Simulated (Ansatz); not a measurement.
Reaction (substitution at a C–F bond): `CCSCF` + H₂S → `CCSCS` + H–F

Calculated with Ansatz (gas phase, PBE0-D4/def2-TZVP geometries, no zero-point term in ΔE). CCSD(T)/CBS is the MP2 limit (def2-TZVPP, def2-QZVPP) plus CCSD(T) − MP2 in def2-TZVPP, frozen cores. This one scheme is used for every species. Functionals use def2-TZVPP. One conformer a species, not always the lowest.

**Question.** Is it downhill or uphill in electronic energy at CCSD(T)/CBS, and by how much? (Best estimate.)

**Answer.** Computed: Downhill: ΔE = -30.6 kJ/mol.

**Question.** What do these levels give: PBE-D4, PBE0-D4, ωB97M-V, r2SCAN, PBE0, HF/def2-TZVPP, MP2/def2-TZVPP, SCS-MP2/def2-TZVPP, CCSD(T)/def2-TZVPP, HF/def2-QZVPP, SCS-MP2/def2-QZVPP, HF/CBS(def2)? (Estimate.)

**Answer.** Computed: PBE-D4 -18.1, PBE0-D4 -22.1, ωB97M-V -16.3, r2SCAN -11.8, PBE0 -17.5, HF/def2-TZVPP -3.4, MP2/def2-TZVPP -36.8, SCS-MP2/def2-TZVPP -27.7, CCSD(T)/def2-TZVPP -23.6, HF/def2-QZVPP -3.8, SCS-MP2/def2-QZVPP -32.0, HF/CBS(def2) -3.9 kJ/mol.

Largest T1 diagnostic among the species: 0.011.

From PBE to PBE0 (25 % exact exchange), in def2-TZVPP and without D4, ΔE moves by −4.6 kJ/mol. In def2-TZVPP, CCSD(T) changes the Hartree–Fock value by −20.1 kJ/mol (the triples alone add −2.7 kJ/mol) and MP2 by −33.3 kJ/mol.
